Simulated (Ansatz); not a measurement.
in.yaml

```yaml
crystal:
  periodic: [false, false, false]
  atoms:
    - {symbol: C, position_ang: [0.000000, 0.000000, 2.673967]}
    - {symbol: B, position_ang: [0.000000, 0.000000, -0.733033]}
    - {symbol: O, position_ang: [0.000000, 0.000000, -1.940933]}
basis:
  gaussian: {orbitals: cc-pVDZ}
magnetization: {spin_polarized: true, initial_magnetization: 1}
correlation: {method: ccsdt_q, electrons: outside_noble_gas}
```

```sh
$ ansatz run in.yaml --threads 1 --pin off --events-out ev --progress --plain --max-ram 2393MiB
```

The program prints:

```
708 factors; integrals over basis functions are off by at most 1.4e-7 eV
mean field evaluation 1: about -3722.7417 eV, gradient 3.4e1 eV
mean field evaluation 2: about -3722.7443 eV, gradient 3.4e1 eV
mean field evaluation 4: about -3727.9697 eV, gradient 1.2e1 eV
mean field evaluation 8: about -3730.6718 eV, gradient 1.5e0 eV
mean field evaluation 16: about -3733.7955 eV, gradient 1.7e-1 eV
mean field evaluation 32: about -3730.5999 eV, gradient 5.3e-2 eV
mean field evaluation 64: about -3731.2039 eV, gradient 2.3e-1 eV
mean field evaluation 96: about -3733.7947 eV, gradient 6.0e-2 eV
mean field evaluation 128: about -3733.7626 eV, gradient 3.8e-1 eV
mean field evaluation 160: about -3733.7955 eV, gradient 4.9e-2 eV
...
cycle  64  -9.03465253 eV  change   -1.1e-6 eV  update   3.2e-6
cycle  65  -9.03465363 eV  change   -1.1e-6 eV  update   4.6e-6
cycle  66  -9.03465454 eV  change   -9.0e-7 eV  update   1.4e-5
cycle  67  -9.03465551 eV  change   -9.7e-7 eV  update   1.4e-5
cycle  68  -9.03465638 eV  change   -8.8e-7 eV  update   4.6e-6
cycle  69  -9.03465725 eV  change   -8.6e-7 eV  update   5.3e-6
cycle  70  -9.03465811 eV  change   -8.6e-7 eV  update   5.5e-6
cycle  71  -9.03465847 eV  change   -3.6e-7 eV  update   2.6e-6
cycle  72  -9.03465870 eV  change   -2.3e-7 eV  update   1.8e-6
cycle  73  -9.03465876 eV  change   -6.7e-8 eV  update   1.3e-6
perturbative correction -0.04355465 eV, -0.0016006040 hartree
Total energy: -3742.87401633 eV, -137.5480830890 hartree
```

Ran on 1 thread of Intel Xeon Platinum 8488C, shared host: 68 s wall, 0.46 GiB peak host memory.
